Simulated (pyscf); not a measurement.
H₃C–GaH–CH₃ + hydrogen chloride (HCl) -> H₃C–Ga(CH₃)–Cl + hydrogen (H₂) (four-centre exchange; singlet surface; Ga–H, Cl–H broken, Cl–Ga, H–H formed). Optimised with ωB97X-D3(BJ)/def2-SVP in PySCF. Energies in kcal/mol from the separated reactants.

```json
[
 {"level": "ωB97X-D3(BJ)/def2-TZVP", "barrier": "[?]", "reaction energy": "[?]"},
 {"level": "PBE/def2-TZVP", "barrier": "-4.0", "reaction energy": "-29.6"},
 {"level": "r²SCAN/def2-TZVP", "barrier": "-4.6", "reaction energy": "-31.8"},
 {"level": "M06-2X/def2-TZVP", "barrier": "[?]", "reaction energy": "-34.4"},
 {"level": "ωB97M-D3(BJ)/def2-TZVP", "barrier": "1.6", "reaction energy": "-29.4"},
 {"level": "HF/def2-TZVP", "barrier": "14.8", "reaction energy": "-29.4"}
]
```

### Question
Complete the blanks.

### Answer

- ωB97X-D3(BJ)/def2-TZVP, barrier: -0.9
- ωB97X-D3(BJ)/def2-TZVP, reaction energy: -32.5
- M06-2X/def2-TZVP, barrier: -1.4

On the reactant side the descent ends in a complex, 6.6 kcal/mol under the separated species and 5.7 kcal/mol under the saddle at ωB97X-D3(BJ)/def2-TZVP. At ωB97X-D3(BJ), PBE, r²SCAN, M06-2X the saddle lies under the separated reactants, which points to a path from their complex (located at ωB97X-D3(BJ) alone). One saddle was located; it need not be the lowest between these sides. Elements up to Kr have no core potential and no relativistic terms here.
